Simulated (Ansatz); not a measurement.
**How the lattice parameter a of fcc Be (model structure) moves with the method**

No measured value is used here.

```
level (code)         value (Å)
-------------------  ---------
LDA (Ansatz)             3.108
PBE (Ansatz)             3.159
PBEsol (Ansatz)          3.149
PBE-D3(BJ) (Ansatz)      3.092
PBE-D4 (Ansatz)          3.139
rVV10 (Ansatz)           3.143
r²SCAN (Ansatz)          3.160
```

Ansatz's density-functional and Hartree–Fock values are scalar-relativistic unless marked +SOC, with PAW data made under PBE.

A model structure was made by putting elements into a prototype or built by hand; it is no filed structure, need not be a known phase, and can be a saddle point held by its symmetry.

Ansatz is a program for electronic structure.
